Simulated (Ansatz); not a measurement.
**quartet SiH2Cl at 6 levels**

Aim: a comparison of 6 runs (U-revPBE/STO-3G, U-wB97M-V/STO-3G, UB2PLYP/STO-3G, UHSE06/STO-3G, UCCSDT(Q)/STO-3G, FCI/STO-3G) of quartet SiH2Cl. 

Program for the calculation: Ansatz 0.2.0.

52 further runs of the same task are left out: 52 set aside as unsound or not needed.

**1. The system as given**

SiH2Cl: 4 atoms, total charge 0, spin state quartet. SMILES of the parent species: `[SiH2]Cl`. The coordinates come from a GFN2-xTB relaxation. That shape belongs to the parent species and isn't relaxed for this state.

Bond lengths: Si1–Cl2 2.022 Å, Si1–H3 1.451 Å, Si1–H4 1.451 Å. Angles: Cl2–Si1–H3 110.3°, Cl2–Si1–H4 110.2°, H3–Si1–H4 114.9°.

**2. A single-point energy at U-revPBE/STO-3G (run 1)**

Input file input.yaml:

```yaml
crystal:
  periodic: [false, false, false]
  atoms:
    - {symbol: Si, position_ang: [-0.283580, 0.237700, 0.131590]}
    - {symbol: Cl, position_ang: [1.597690, -0.059610, 0.811090]}
    - {symbol: H, position_ang: [-1.065000, -0.978280, 0.263310]}
    - {symbol: H, position_ang: [-0.249110, 0.800200, -1.205980]}
basis:
  gaussian: {orbitals: STO-3G}
magnetization: {spin_polarized: true, initial_magnetization: 3}
accuracy: high
hamiltonian: {xc: {name: revPBE}}
```

The run is started by

```bash
ansatz run input.yaml --threads 1 --pin off --max-ram 2610MiB --events-out events.jsonl --progress --plain --runs-dir runs
```

The log of the run:

```text
Warning: RAYON_NUM_THREADS=1 ignored (pool sized by the plan → 1); use --threads N
Functional definition: revPBE
  name "revPBE"
  parameter kappa = 1.245
  parameter beta = 0.06672455060314922
  exchange = pbe_x(kappa = kappa, mu = beta*pi^2/3)
  correlation = pbe_c(beta = beta)
341 factors; integrals over basis functions are off by at most 3.1e-9 eV
mean field evaluation 1: about -20190.4351 eV, gradient 5.0e0 eV
mean field evaluation 2: about -20189.5173 eV, gradient 8.0e0 eV
mean field evaluation 4: about -20190.7815 eV, gradient 9.9e-1 eV
mean field evaluation 8: about -20190.7738 eV, gradient 3.2e-2 eV
mean field evaluation 16: about -20190.7738 eV, gradient 5.3e-7 eV
mean field evaluation 32: about -20190.6477 eV, gradient 2.2e0 eV
mean field -20190.77383973 eV, -741.9972528120 hartree, gradient 4.1e-8 eV, S^2 3.750091; 3 other end points of the search recorded, 0 dependent functions left out
reference -20190.77384184 eV, -741.9972528897 hartree; 18, 15 occupied and 2, 5 virtual orbitals, 341 factors
Total energy: -20190.77384184 eV, -741.9972528897 hartree
```

It took 2 s on 1 thread of AMD EPYC 7R43 (Zen 3), shared host; peak memory 0.14 GiB.

**3. A single-point energy at U-wB97M-V/STO-3G (run 2)**

Input file in.yaml:

```yaml
crystal:
  periodic: [false, false, false]
  atoms:
    - {symbol: Si, position_ang: [-0.283580, 0.237700, 0.131590]}
    - {symbol: Cl, position_ang: [1.597690, -0.059610, 0.811090]}
    - {symbol: H, position_ang: [-1.065000, -0.978280, 0.263310]}
    - {symbol: H, position_ang: [-0.249110, 0.800200, -1.205980]}
basis:
  gaussian: {orbitals: STO-3G}
magnetization: {spin_polarized: true, initial_magnetization: 3}
hamiltonian: {xc: {name: wB97M-V}}
accuracy: high
```

The run is started by

```bash
ansatz run in.yaml --threads 1 --pin off --max-ram 2610MiB --events-out events.jsonl --progress --plain --runs-dir runs
```

The log of the run (excerpt; [...] marks lines left out):

```text
Warning: RAYON_NUM_THREADS=1 ignored (pool sized by the plan → 1); use --threads N
Functional definition: wB97M-V
  name "wB97M-V"
[...]
  gx(w, u) = 1 - cx + cx01*u + cx10*w
  gss(w, u) = css00 + css04*u^4 + css10*w + css20*w^2 + css43*w^4*u^3
  gos(w, u) = cos00 + cos10*w + (cos20 + cos21*u)*w^2 + (cos60 + cos61*u)*w^6
[...]
      + integral(e_c_pw_mod_opposite_spin*gos(b97_w_opposite, b97_u_opposite)) + vv10(b, c)
341 factors; integrals over basis functions are off by at most 3.1e-9 eV
134 factors; integrals over basis functions are off by at most 5.4e-10 eV
[...]
mean field -20196.01179607 eV, -742.1897441573 hartree, gradient 7.6e-8 eV, S^2 3.750744; 4 other end points of the search recorded, 0 dependent functions left out
reference -20196.01179823 eV, -742.1897442364 hartree; 18, 15 occupied and 2, 5 virtual orbitals, 341 factors
Total energy: -20196.01179823 eV, -742.1897442364 hartree
```

Wall time 19 s (1 thread of AMD EPYC 7R43 (Zen 3), shared host); peak memory 0.48 GiB.

Runs 3 to 5 aren't shown in full; the table further down has their settings and results.

**4. The energy at FCI/STO-3G (run 6)**

Input file molecule.yaml:

```yaml
crystal:
  periodic: [false, false, false]
  atoms:
    - {symbol: Si, position_ang: [-0.283580, 0.237700, 0.131590]}
    - {symbol: Cl, position_ang: [1.597690, -0.059610, 0.811090]}
    - {symbol: H, position_ang: [-1.065000, -0.978280, 0.263310]}
    - {symbol: H, position_ang: [-0.249110, 0.800200, -1.205980]}
basis:
  gaussian:
    orbitals: STO-3G
magnetization:
  spin_polarized: true
  initial_magnetization: 3
correlation:
  method: fci
  frozen_orbitals: {Cl: 5, H: 0, Si: 5}
accuracy: high
```

The run is started by

```bash
ansatz run molecule.yaml --threads 1 --pin off --max-ram 2610MiB --events-out events.jsonl --progress --plain --runs-dir runs
```

The log of the run (excerpt; [...] marks lines left out):

```text
Warning: RAYON_NUM_THREADS=1 ignored (pool sized by the plan → 1); use --threads N
Functional definition: HF
  name "HF"
[...]
341 factors; integrals over basis functions are off by at most 3.1e-9 eV
[...]
mean field -20162.92486534 eV, -740.9738218798 hartree, gradient 2.9e-8 eV, S^2 3.751237; 9 other end points of the search recorded, 0 dependent functions left out
10 core orbitals not correlated: weight in the atoms' cores, before any rotation towards them, 1.000 or more for the frozen orbitals, at most 0.000 for the correlated occupied ones
reference -20162.91672568 eV, -740.9735227528 hartree; 8, 5 occupied and 2, 5 virtual orbitals, 341 factors
state -20164.09509575 eV, -741.0168270541 hartree
Total energy: -20164.09509575 eV, -741.0168270541 hartree
```

Run time: 0.58 s. Hardware: 1 thread of AMD EPYC 7R43 (Zen 3), shared host.

**5. All runs side by side**

```csv
run,level,frozen core orbitals,energy (Eh),⟨S²⟩,wall time
1,U-revPBE/STO-3G,–,-741.997253,3.750,2 s
2,U-wB97M-V/STO-3G,–,-742.189744,3.751,19 s
3,UB2PLYP/STO-3G,10,-741.817808,3.751,2.5 s
4,UHSE06/STO-3G,–,-741.871247,3.750,2.5 s
5,UCCSDT(Q)/STO-3G,10,-741.016826,3.751,1.1 s
6,FCI/STO-3G,10,-741.016827,–,0.58 s
```

**6. Summary of results**

| quantity | value |
| --- | --- |
| run 6: total energy | -741.01683 Eh |
| run 6: correlation energy (10 core orbitals frozen) | -43.3 mEh |

What this shows: Against full CI in this basis: UCCSDT(Q) +0.0 mEh. Totals of different functionals can't be ranked against each other. In runs 1, 2, 3, 4, 5, 6 the basis is minimal, so the values are rough. All runs together took 28 s, the longest 19 s.
